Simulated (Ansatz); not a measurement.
in.yaml

```yaml
crystal:
  periodic: [false, false, false]
  atoms:
    - {symbol: Al, position_ang: [0.000000, 0.000000, 0.000000]}
    - {symbol: Al, position_ang: [0.000000, 0.000000, 2.478843]}
basis:
  gaussian: {orbitals: "6-31G*"}
total_charge: 1
magnetization: {spin_polarized: false, initial_magnetization: 1}
correlation: {method: sc_nevpt2, electrons: outside_noble_gas, active_space: {window: {electrons: 3, orbitals: 6}, states: [{multiplicity: 2, weights: [0.5, 1, 1]}, {multiplicity: 4, weights: [1]}], root: 1}}
```

```sh
$ ansatz run in.yaml --threads 1 --pin off --events-out ev --progress --plain --max-ram 2393MiB
```

Output:

```
589 factors; integrals over basis functions are off by at most 9.6e-8 eV
mean field evaluation 1: about -13156.7228 eV, gradient 2.9e0 eV
mean field evaluation 2: about -13156.7781 eV, gradient 2.9e0 eV
mean field evaluation 4: about -13156.8300 eV, gradient 1.1e-1 eV
mean field evaluation 8: about -13156.8305 eV, gradient 5.7e-7 eV
mean field evaluation 16: about -13156.9161 eV, gradient 5.8e-1 eV
mean field evaluation 32: about -13156.6065 eV, gradient 3.5e0 eV
mean field evaluation 64: about -13156.9981 eV, gradient 1.7e-1 eV
mean field -13157.00113161 eV, -483.5108734510 hartree, gradient 3.4e-7 eV, S^2 0.750000; 9 other end points of the search recorded, 0 dependent functions left out
reference -13157.00113161 eV, -483.5108734510 hartree; 13, 12 occupied and 25, 26 virtual orbitals, 589 factors
state -13157.80369524 eV, -483.5403671204 hartree
state -13157.68305830 eV, -483.5359337947 hartree
state -13157.45742942 eV, -483.5276420861 hartree
state -13157.80369524 eV, -483.5403671204 hartree; corrected -13159.29484156 eV, -483.5951657371 hartree
state -13157.68305830 eV, -483.5359337947 hartree; corrected -13159.26968005 eV, -483.5942410684 hartree
state -13157.45742942 eV, -483.5276420861 hartree; corrected -13159.18798992 eV, -483.5912390117 hartree
state -13156.10897663 eV, -483.4780873602 hartree
state -13156.10897663 eV, -483.4780873602 hartree; corrected -13157.46293095 eV, -483.5278442636 hartree
Total energy: -13159.26968005 eV, -483.5942410684 hartree
```

Ran on 1 thread of AMD EPYC 9R14, shared host: 3.9 s wall, 0.21 GiB peak host memory.
